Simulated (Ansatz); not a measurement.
# SiH$_{4}$⁺, doublet along the distance Si1-H3

All five atoms lie in one plane.

Starting geometry (PBE0/def2-TZVP stationary point for this spin, not checked as a minimum):

```xyz
5

Si    0.0000    0.0000    0.0000
H    -0.0112    1.0909    1.0838
H    -0.0168   -1.0838    1.0907
H     0.0168    1.0838   -1.0907
H     0.0112   -1.0909   -1.0838
```

From there H3 moves along the line of the two atoms named below, all else staying in place; atoms are numbered as listed. Energies are in kJ/mol, counted from the starting geometry at the same level.

Basis 6-31G; Ansatz 0.2.0. Correlated methods freeze the noble-gas cores. Prefix R: restricted or restricted open-shell reference; prefix U: unrestricted. Active spaces: valence = (7e, 8o) chosen from the atoms' valence shells.

For open shells CISD is restricted-active-space CI with the open shells as a complete middle space. Runs in a small pair space aren't shown, since their orbitals change along the scan.

Full CI is exact within this basis and frozen core; it isn't the basis-set limit. The frozen core follows each run's orbitals, which can shift R against U totals by a few meV.

```tsv
distance Si1-H3 (Å)	full CI	unpaired electrons (full CI)	error RHF	error UMP2	error CISD	error UCCSD(T)	error RCCSDT(Q)	error CASSCF (valence space)
1.201	146.7	1.03	-12.4	-6.0	-2.1	-0.3	0.0	1.1
1.349	41.0	1.03	-8.1	-4.0	-1.4	-0.2	0.0	0.9
1.538	0.0	1.03	0.0	0.0	0.0	0.0	0.0	0.0
1.717	2.4	1.04	7.2	4.0	1.3	0.2	0.0	-1.6
1.863	12.0	1.05	0.9	4.9	2.0	0.3	0.0	-3.5
2.105	22.5	1.05	-21.2	1.0	-0.1	0.1	0.0	-7.7
2.410	21.7	1.05	-35.0	-4.0	-2.4	-0.3	0.0	-12.2
2.796	15.5	1.05	-38.6	-5.9	-3.2	-0.5	0.0	-14.3
3.378	12.0	1.05	-39.0	-6.0	-3.3	-0.6	0.0	-14.9
4.151	12.4	1.05	-39.1	-6.0	-3.3	-0.6	0.0	-15.1
5.146	13.2	1.05	-39.2	-6.0	-3.3	-0.6	0.0	-15.2
```

Unpaired electrons are Σ n²(2−n)² over natural occupations. Errors are those of relative energies. In total energy the starting point itself misses full CI by: RHF 240.5, UMP2 71.6, CISD 12.8, UCCSD(T) 1.6, RCCSDT(Q) 0.0, CASSCF (valence space) 41.8 kJ/mol.

Spread of the error over the points with a reference, to 5.146 Å (largest less smallest): RCCSDT(Q) 0.0, UCCSD(T) 0.9, CISD 5.4, UMP2 11.0, CASSCF (valence space) 16.3, RHF 46.4 kJ/mol.

Going outwards, the relative energy of UMP2 first misses by more than 4.2 kJ/mol (1 kcal/mol) at 1.863 Å.

CASSCF lacks dynamic correlation, of which the bound molecule has more, so its curve rises 15.2 kJ/mol too little out to 5.146 Å.
